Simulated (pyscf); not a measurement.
`[CH2]=[CH][CH]=[CH2]` + `[BrH]` → `[CH2]=[C]=[CH][CH2][Br]` + `[H][H]`, a concerted two-bond exchange (singlet surface; C–H, Br–H broken, Br–C, H–H formed). Optimised with ωB97X-D3(BJ)/def2-SVP in PySCF. Energies in eV from the separated reactants.

Small-basis levels: PySCF, no dispersion term, spherical d functions. AM1 to PM7: differences of heats of formation from MOPAC, which are fitted to 298 K values and so differ in kind from electronic energies by zero-point and thermal terms. GFN2-xTB: tblite. Cost: rough CPU time at the saddle relative to B3LYP/6-31G*+LANL2DZ, from one job on a shared machine.

```csv
level,barrier,reaction energy,cost
HF/6-31G*+LANL2DZ,3.71,+1.25,0.09
SVWN5/6-31G*+LANL2DZ,1.63,+0.82,1
BP86/6-31G*+LANL2DZ,2.11,+0.88,2
B3LYP/STO-3G,3.03,+0.86,0.7
B3LYP/3-21G,2.41,+0.86,0.8
B3LYP/LANL2DZ,2.66,+1.20,0.8
B3LYP/6-31G*+LANL2DZ,2.52,+1.00,1
M06-2X/6-31G*+LANL2DZ,2.52,+0.86,2
B3LYP/6-311+G**+LANL2DZ,2.83,+1.30,2
B3LYP/def2-SVP,2.91,+1.36,1
GFN2-xTB,2.11,+1.09,under 0.02
PM7,1.55,-0.88,under 0.02
ωB97M-D3(BJ)/def2-TZVP,3.07,+1.26,–
```

Against the last row the barrier runs from -1.52 (PM7) to +0.64 eV (HF/6-31G*+LANL2DZ). ωB97M-D3(BJ)/def2-TZVP has limits of its own. The same reactants have a lower exit, to H₂C=CH–CH(CH₃)–Br (barrier +1.28 eV at ωB97M-D3(BJ)/def2-TZVP, against +3.07 eV here). H₂C=C=CH–CH₂–Br lies 0.50 eV over its isomer H₂C=CH–C(=CH₂)–Br (electronic energy, ωB97M-D3(BJ)/def2-TZVP). This is the saddle that the search found; another between the same sides may lie lower. In the def2 sets elements up to Kr have no core potential.
